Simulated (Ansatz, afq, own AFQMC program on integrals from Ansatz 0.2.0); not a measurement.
**SiH$_{5}$O, doublet: AFQMC among the cluster methods**

```xyz
7

O    -1.7766   -0.0190    0.0000
H    -2.0259    0.9076    0.0000
H    -0.5806   -0.0190    0.0000
Si    0.9544   -0.0190    0.0000
H     1.4044   -1.4353    0.0000
H     1.4044    0.6891   -1.2265
H     1.4044    0.6891    1.2265
```

Basis cc-pVDZ. Noble-gas cores (and the filled d shells of Ga–Kr and In–Xe) are frozen. Integrals, coupled cluster, full CI and functionals: Ansatz 0.2.0; the random walks run on the same integrals in our own AFQMC program. The CISD trial takes its coefficients from CCSD amplitudes. Released means that phaseless walkers are propagated on without the constraint, phases kept. ± is one standard error of the sampling.

Determinant: UHF, the one that the program's search chose, which needn't be the lowest solution. The geometry is a point of a scan.

No full CI on the walks' own integrals is used here; CCSDT(Q) serves as the reference and is uncertain by about the last step of the cluster series.

```
T1 diagnostic                               : 0.0192
weight of the determinant in the CISD state : 0.868
⟨S²⟩ of the determinant                     : 0.778
size of the correlated space                : 15 electrons in 51 orbitals
```

Reference: CCSDT(Q), correlation energy -9.549 eV. The released energy is read at 1.50 1/Eh (meV from the phaseless value at times in 1/Eh: -7 ± 4 at 0.24, -8 ± 4 at 0.51, -14 ± 5 at 0.99, -14 ± 5 at 1.50).

```json
{"level": "HF", "E − E(reference) (kcal/mol)": "220.21", "share of correlation (%)": "0.00"}
{"level": "MP2", "E − E(reference) (kcal/mol)": "31.00", "share of correlation (%)": "85.92"}
{"level": "CCSD", "E − E(reference) (kcal/mol)": "5.43", "share of correlation (%)": "97.53"}
{"level": "CCSD(T)", "E − E(reference) (kcal/mol)": "1.06", "share of correlation (%)": "99.52"}
{"level": "CCSDT", "E − E(reference) (kcal/mol)": "0.43", "share of correlation (%)": "99.80"}
{"level": "ph-AFQMC/CISD", "E − E(reference) (kcal/mol)": "0.21 ± 0.08", "share of correlation (%)": "99.90"}
{"level": "released AFQMC", "E − E(reference) (kcal/mol)": "-0.11 ± 0.12", "share of correlation (%)": "100.05"}
```

A walk keeps the symmetry of its determinant, which the program's search chose and which needn't be the lowest solution, so a lower state of the same spin and another symmetry isn't excluded. Released energies are given only where the last usable release times agree within the noise; a slower fall can still hide under it.
